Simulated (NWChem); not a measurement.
System: C2H6O cation, doublet; SMILES of the neutral closed-shell parent CCO

NWChem printed, in part:

```
             Northwest Computational Chemistry Package (NWChem) 7.3.0
             --------------------------------------------------------

 C1  symmetry detected

                             Geometry "geometry" -> ""
                             -------------------------

 Output coordinates in angstroms (scale by  1.889725989 to convert to a.u.)

  No.       Tag          Charge          X              Y              Z
 ---- ---------------- ---------- -------------- -------------- --------------
    1 C                    6.0000     0.21962203    -1.22161661     0.00016474
    2 C                    6.0000    -0.47225561     0.08957716     0.00012405
    3 O                    8.0000     0.21372240     1.24015319     0.00038423
    4 H                    1.0000    -0.51907568    -2.03488315    -0.00111471
    5 H                    1.0000     0.85572406    -1.33926942     0.89582082
    6 H                    1.0000     0.85848891    -1.33882168    -0.89351383
    7 H                    1.0000    -1.28809156     0.23006708    -0.79418330
    8 H                    1.0000    -1.29076216     0.23012154     0.79089412
    9 H                    1.0000     1.18973863     1.12379680    -0.00270971

 Effective nuclear repulsion energy (a.u.)      82.6447582533

                                 NWChem DFT Module
                                 -----------------

 Summary of "ao basis" -> "ao basis" (spherical)
 ------------------------------------------------------------------------------
       Tag                 Description            Shells   Functions and Types
 ---------------- ------------------------------  ------  ---------------------
 C                          def2-svp                 6       14   3s2p1d
 O                          def2-svp                 6       14   3s2p1d
 H                          def2-svp                 3        5   2s1p

            General Information
            -------------------
          SCF calculation type: DFT
          Wavefunction type:  spin polarized.
          No. of atoms     :     9
          No. of electrons :    25
           Alpha electrons :    13
            Beta electrons :    12
          Charge           :     1
          Spin multiplicity:     2
          Use of symmetry is: off; symmetry adaption is: off
          Maximum number of iterations: 150
          AO basis - number of functions:    72
                     number of shells:    36
          Convergence on energy requested:  1.00D-06
          Convergence on density requested:  1.00D-05
          Convergence on gradient requested:  5.00D-04

              XC Information
              --------------
                         SCAN Method XC Functional
                  SCAN metaGGA Exchange Functional  1.000
                        SCAN Correlation Potential  1.000

             Grid Information
             ----------------
          Grid used for XC integration:  fine
          Radial quadrature: Mura-Knowles
          Angular quadrature: Lebedev.
          Tag              B.-S. Rad. Rad. Pts. Rad. Cut. Ang. Pts.
          ---              ---------- --------- --------- ---------
          C                   0.70       70           8.0       590
          O                   0.60       70          10.0       590
          H                   0.35       60          10.0       590
          Grid pruning is: on
          Number of quadrature shells:   570
          Spatial weights used:  Erf1

      Superposition of Atomic Density Guess
      -------------------------------------

 Sum of atomic energies:        -152.93644897

 Renormalizing density from      26.00 to     25

      Non-variational initial energy
      ------------------------------

 Total energy =    -150.529015
 1-e energy   =    -355.747551
 2-e energy   =     122.573778
 HOMO         =      -0.643490
 LUMO         =      -0.177751

     ---------------------------------------------
      Total Density - Mulliken Population Analysis
     ---------------------------------------------

    Atom       Charge   Shell Charges
 -----------   ------   -------------------------------------------------------
    1 C    6     6.48   1.99  1.05  0.15  2.33  0.94  0.02
    2 C    6     5.94   1.99  1.03  0.19  1.92  0.74  0.07
    3 O    8     8.55   1.99  1.19  0.55  3.27  1.53  0.01
    4 H    1     0.75   0.61  0.12  0.03
    5 H    1     0.72   0.58  0.12  0.03
    6 H    1     0.72   0.58  0.12  0.03
    7 H    1     0.64   0.51  0.11  0.02
    8 H    1     0.64   0.51  0.11  0.02
    9 H    1     0.56   0.46  0.04  0.06

     --------------------------------------------
      Spin Density - Mulliken Population Analysis
     --------------------------------------------

    Atom       Charge   Shell Charges
 -----------   ------   -------------------------------------------------------
    1 C    6     0.08   0.00  0.00 -0.00  0.06  0.01  0.00
    2 C    6     0.34   0.00  0.00  0.00  0.25  0.09  0.01
    3 O    8     0.17   0.00  0.00  0.00  0.13  0.04  0.00
    4 H    1     0.00   0.00 -0.00  0.00
    5 H    1     0.05   0.04  0.01  0.00
    6 H    1     0.05   0.04  0.01  0.00
    7 H    1     0.15   0.12  0.03  0.00
    8 H    1     0.15   0.12  0.03  0.00
    9 H    1     0.00   0.00  0.00  0.00

   convergence    iter        energy       DeltaE   RMS-Dens  Diis-err
 ---------------- ----- ----------------- --------- --------- ---------
 d= 0,ls=0.0,diis     1   -154.3361452160 -2.37D+02  1.17D-02  3.45D-01
                                                     1.29D-02  3.48D-01
 d= 0,ls=0.0,diis     2   -153.9835993090  3.53D-01  8.81D-03  1.29D+00
                                                     9.51D-03  9.41D-01
 d= 0,ls=0.0,diis     3   -154.4753245377 -4.92D-01  1.57D-03  2.36D-02
                                                     2.51D-03  2.83D-02
 d= 0,ls=0.0,diis     4   -154.4828826746 -7.56D-03  8.12D-04  1.23D-02
                                                     8.58D-04  1.07D-02
 d= 0,ls=0.0,diis     5   -154.4882691398 -5.39D-03  1.53D-04  3.24D-04
                                                     1.64D-04  2.21D-04
  Resetting Diis
 d= 0,ls=0.0,diis     6   -154.4883724416 -1.03D-04  7.57D-05  7.94D-05
                                                     7.88D-05  5.17D-05
 d= 0,ls=0.0,diis     7   -154.4883999854 -2.75D-05  6.29D-05  1.41D-05
                                                     6.22D-05  7.36D-06
 d= 0,ls=0.0,diis     8   -154.4883893777  1.06D-05  3.38D-05  3.32D-05
                                                     5.89D-05  3.84D-05
 d= 0,ls=0.0,diis     9   -154.4884042554 -1.49D-05  1.00D-05  3.01D-06
                                                     1.43D-05  2.15D-06
 d= 0,ls=0.0,diis    10   -154.4884053261 -1.07D-06  5.60D-06  1.65D-07
                                                     5.72D-06  5.15D-08
 d= 0,ls=0.0,diis    11   -154.4884054128 -8.66D-08  1.64D-06  2.42D-08
                                                     1.47D-06  1.90D-08

         Total DFT energy =     -154.488405412753
      One electron energy =     -365.684960450638
           Coulomb energy =      149.789015753166
    Exchange-Corr. energy =      -21.237218968597
 Nuclear repulsion energy =       82.644758253316

 Numeric. integr. density =       25.000001893255

                    DFT Final Alpha Molecular Orbital Analysis
                    ------------------------------------------

 Vector   11  Occ=1.000000D+00  E=-5.963661D-01
              MO Center=  5.0D-02, -2.9D-01, -1.2D-03, r^2= 2.3D+00
   Bfn.  Coefficient  Atom+Function         Bfn.  Coefficient  Atom+Function
  ----- ------------  ---------------      ----- ------------  ---------------
     4      0.321015  1 C  px                19      0.270877  2 C  py
    33     -0.223213  3 O  py                18     -0.198489  2 C  px
     5     -0.192709  1 C  py                32      0.181625  3 O  px
    53      0.172789  6 H  s                 48      0.170723  5 H  s
    58      0.163621  7 H  s                 63      0.164309  8 H  s

 Vector   12  Occ=1.000000D+00  E=-5.846064D-01
              MO Center=  1.4D-02, -9.5D-01, -1.7D-04, r^2= 2.3D+00
   Bfn.  Coefficient  Atom+Function         Bfn.  Coefficient  Atom+Function
  ----- ------------  ---------------      ----- ------------  ---------------
    43      0.360548  4 H  s                  5     -0.308231  1 C  py
    33     -0.290685  3 O  py                 4     -0.284459  1 C  px
    36     -0.193171  3 O  py                 8     -0.135665  1 C  py
    19      0.128112  2 C  py                 7     -0.120646  1 C  px
    48     -0.116224  5 H  s                 53     -0.116235  6 H  s

 Vector   13  Occ=1.000000D+00  E=-5.423878D-01
              MO Center= -2.5D-01, -4.0D-02, -4.1D-04, r^2= 2.5D+00
   Bfn.  Coefficient  Atom+Function         Bfn.  Coefficient  Atom+Function
  ----- ------------  ---------------      ----- ------------  ---------------
    34      0.353411  3 O  pz                20     -0.300614  2 C  pz
    58      0.300631  7 H  s                 63     -0.299471  8 H  s
    37      0.246967  3 O  pz                 6      0.242109  1 C  pz
    48      0.204032  5 H  s                 53     -0.203529  6 H  s
    59      0.135097  7 H  s                 64     -0.134579  8 H  s

 Vector   14  Occ=0.000000D+00  E=-1.767137D-01
              MO Center=  9.1D-01,  7.2D-01, -3.3D-03, r^2= 2.9D+00
   Bfn.  Coefficient  Atom+Function         Bfn.  Coefficient  Atom+Function
  ----- ------------  ---------------      ----- ------------  ---------------
    69      0.917501  9 H  s                 31     -0.762442  3 O  s
    17     -0.495885  2 C  s                 22      0.490840  2 C  py
     8      0.339950  1 C  py                68      0.316212  9 H  s
    30     -0.269645  3 O  s                 44      0.255293  4 H  s
    32     -0.245816  3 O  px                35     -0.233719  3 O  px

 Vector   15  Occ=0.000000D+00  E=-1.430300D-01
              MO Center= -1.1D+00,  2.1D-01, -8.2D-02, r^2= 3.8D+00
   Bfn.  Coefficient  Atom+Function         Bfn.  Coefficient  Atom+Function
  ----- ------------  ---------------      ----- ------------  ---------------
    59     -1.079568  7 H  s                 17      1.014336  2 C  s
    64     -0.958307  8 H  s                 21     -0.727105  2 C  px
    69      0.396848  9 H  s                 16      0.392232  2 C  s
    44     -0.362182  4 H  s                  3      0.349918  1 C  s
    18     -0.338216  2 C  px                68      0.192131  9 H  s

 Vector   16  Occ=0.000000D+00  E=-1.403598D-01
              MO Center= -8.8D-01,  2.1D-02,  8.0D-02, r^2= 3.2D+00
   Bfn.  Coefficient  Atom+Function         Bfn.  Coefficient  Atom+Function
  ----- ------------  ---------------      ----- ------------  ---------------
    64      1.112884  8 H  s                 59     -0.993043  7 H  s
    23     -0.792099  2 C  pz                20     -0.509854  2 C  pz
    49      0.371428  5 H  s                 54     -0.365889  6 H  s
    63      0.309115  8 H  s                 58     -0.291649  7 H  s
     9     -0.174902  1 C  pz                53     -0.139660  6 H  s

                     DFT Final Beta Molecular Orbital Analysis
                     -----------------------------------------

 Vector   10  Occ=1.000000D+00  E=-5.876988D-01
              MO Center=  5.5D-02, -5.8D-01,  1.5D-03, r^2= 2.3D+00
   Bfn.  Coefficient  Atom+Function         Bfn.  Coefficient  Atom+Function
  ----- ------------  ---------------      ----- ------------  ---------------
     4      0.382785  1 C  px                19      0.216926  2 C  py
    18     -0.205346  2 C  px                48      0.188662  5 H  s
    53      0.187689  6 H  s                  7      0.184359  1 C  px
    31     -0.160311  3 O  s                 32      0.160660  3 O  px
    43     -0.158791  4 H  s                 63      0.152320  8 H  s

 Vector   11  Occ=1.000000D+00  E=-5.809789D-01
              MO Center=  2.7D-04, -5.3D-01, -1.3D-03, r^2= 2.7D+00
   Bfn.  Coefficient  Atom+Function         Bfn.  Coefficient  Atom+Function
  ----- ------------  ---------------      ----- ------------  ---------------
    33      0.349989  3 O  py                 5      0.341382  1 C  py
    43     -0.326207  4 H  s                 36      0.234651  3 O  py
    19     -0.191712  2 C  py                 4      0.190441  1 C  px
     8      0.140472  1 C  py                32     -0.138045  3 O  px
    68     -0.109084  9 H  s                 44     -0.099972  4 H  s

 Vector   12  Occ=1.000000D+00  E=-5.778145D-01
              MO Center=  4.0D-01, -6.7D-01,  1.3D-03, r^2= 2.2D+00
   Bfn.  Coefficient  Atom+Function         Bfn.  Coefficient  Atom+Function
  ----- ------------  ---------------      ----- ------------  ---------------
     6      0.397266  1 C  pz                34     -0.308783  3 O  pz
    48      0.279099  5 H  s                 53     -0.277793  6 H  s
    37     -0.224380  3 O  pz                 9      0.206532  1 C  pz
    20     -0.079728  2 C  pz                49      0.066982  5 H  s
    54     -0.066806  6 H  s                 63     -0.057746  8 H  s

 Vector   13  Occ=0.000000D+00  E=-4.757036D-01
              MO Center= -3.0D-01,  5.4D-01, -9.6D-04, r^2= 2.0D+00
   Bfn.  Coefficient  Atom+Function         Bfn.  Coefficient  Atom+Function
  ----- ------------  ---------------      ----- ------------  ---------------
    34      0.475852  3 O  pz                37      0.371654  3 O  pz
    20     -0.298674  2 C  pz                58      0.284505  7 H  s
    63     -0.283296  8 H  s                 59      0.144072  7 H  s
    64     -0.143715  8 H  s                 23     -0.122721  2 C  pz
    48      0.115502  5 H  s                 53     -0.115000  6 H  s

 Vector   14  Occ=0.000000D+00  E=-1.717286D-01
              MO Center=  9.9D-01,  7.5D-01, -3.0D-03, r^2= 2.8D+00
   Bfn.  Coefficient  Atom+Function         Bfn.  Coefficient  Atom+Function
  ----- ------------  ---------------      ----- ------------  ---------------
    69      0.948276  9 H  s                 31     -0.757116  3 O  s
    22      0.461441  2 C  py                17     -0.453771  2 C  s
     8      0.341205  1 C  py                68      0.319468  9 H  s
    30     -0.265195  3 O  s                 32     -0.258902  3 O  px
    44      0.256852  4 H  s                 35     -0.252292  3 O  px

 Vector   15  Occ=0.000000D+00  E=-1.219983D-01
              MO Center= -1.0D+00,  6.9D-02, -5.2D-03, r^2= 4.1D+00
   Bfn.  Coefficient  Atom+Function         Bfn.  Coefficient  Atom+Function
  ----- ------------  ---------------      ----- ------------  ---------------
    59      0.957641  7 H  s                 64      0.952182  8 H  s
    17     -0.782201  2 C  s                 21      0.766585  2 C  px
     3     -0.573500  1 C  s                 44      0.535964  4 H  s
    69     -0.413685  9 H  s                 16     -0.362459  2 C  s
    18      0.340639  2 C  px                68     -0.195022  9 H  s

[...]

                         DFT ENERGY GRADIENTS

    atom               coordinates                        gradient
                 x          y          z           x          y          z
   1 C       0.415025  -2.308521   0.000311    0.002625  -0.000774   0.000003
   2 C      -0.892434   0.169276   0.000234    0.003900   0.005804   0.000015
   3 O       0.403877   2.343550   0.000726   -0.002099  -0.005633   0.000026
   4 H      -0.980911  -3.845372  -0.002106   -0.000452  -0.000736   0.000003
   5 H       1.617084  -2.530852   1.692856   -0.000453  -0.000217   0.000510
   6 H       1.622309  -2.530006  -1.688496   -0.000456  -0.000219  -0.000510
   7 H      -2.434140   0.434764  -1.500789   -0.000807   0.000701   0.000437
   8 H      -2.439187   0.434867   1.494573   -0.000835   0.000687  -0.000454
   9 H       2.248280   2.123668  -0.005121   -0.001423   0.000387  -0.000030
```

Level: SCAN/def2-SVP, spin-unrestricted. All runs use the structure optimised with PBE0/def2-SVP, spin-unrestricted. The spin multiplicity was typed, not searched, and may not be the lowest. No stability test was run on the SCF state.

Write an input that gives this output.

One answer among several that fit: the input that was run:
```
start job
memory heap 200 mb stack 900 mb global 1100 mb
charge 1
geometry units angstroms noautoz
  C      0.254753    -1.222885    -0.000774
  C     -0.464547     0.073468    -0.001179
  O      0.197078     1.238215     0.001631
  H     -0.466672    -2.051505    -0.004419
  H      0.891217    -1.327976     0.896186
  H      0.897908    -1.325789    -0.893137
  H     -1.281408     0.197516    -0.797169
  H     -1.287566     0.196025     0.787898
  H      1.175330     1.142413     0.000599
end
basis spherical
  * library def2-svp
end
dft
  odft
  mult 2
  xc scan
  grid fine
  iterations 150
  mulliken
end
task dft gradient
```
